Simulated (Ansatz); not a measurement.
in.yaml

```yaml
crystal:
  periodic: [false, false, false]
  atoms:
    - {symbol: Al, position_ang: [0.000000, 0.000000, 2.184700]}
    - {symbol: S, position_ang: [0.000000, 0.000000, -0.009600]}
    - {symbol: Al, position_ang: [0.000000, 0.000000, -2.175100]}
basis:
  gaussian: {orbitals: def2-TZVP}
magnetization: {spin_polarized: false, initial_magnetization: 2}
correlation: {active_space: {ras: {orbitals: [5, 2, 89], electrons: 12, max_holes: 2, max_particles: 2}, fixed_orbitals: true}}
```

```sh
$ ansatz run in.yaml --threads 1 --pin off --events-out ev --progress --plain --max-ram 2393MiB
```

**Question.** Roughly how long does this take on 1 thread of Arm Neoverse V1, shared host, and how much host memory?

**Answer.** 59 s wall and 0.56 GiB.

```
679 factors; integrals over basis functions are off by at most 1.4e-3 eV
mean field evaluation 1: about -23981.1140 eV, gradient 1.4e1 eV
mean field evaluation 2: about -23981.1294 eV, gradient 1.4e1 eV
mean field evaluation 4: about -23982.0650 eV, gradient 1.4e0 eV
mean field evaluation 8: about -23982.0981 eV, gradient 3.2e-1 eV
mean field evaluation 16: about -23983.3391 eV, gradient 1.5e-2 eV
mean field evaluation 32: about -23983.3254 eV, gradient 4.2e-6 eV
mean field evaluation 64: about -23983.3244 eV, gradient 3.2e-1 eV
mean field evaluation 96: about -23981.9417 eV, gradient 6.1e0 eV
mean field -23983.34026677 eV, -881.3714983120 hartree, gradient 4.8e-6 eV, S^2 2.000000; 8 other end points of the search recorded, 0 dependent functions left out
reference -23983.34026677 eV, -881.3714983120 hartree; 22, 20 occupied and 89, 91 virtual orbitals, 679 factors
state -23990.21113034 eV, -881.6239978910 hartree
Total energy: -23990.21113034 eV, -881.6239978910 hartree
```
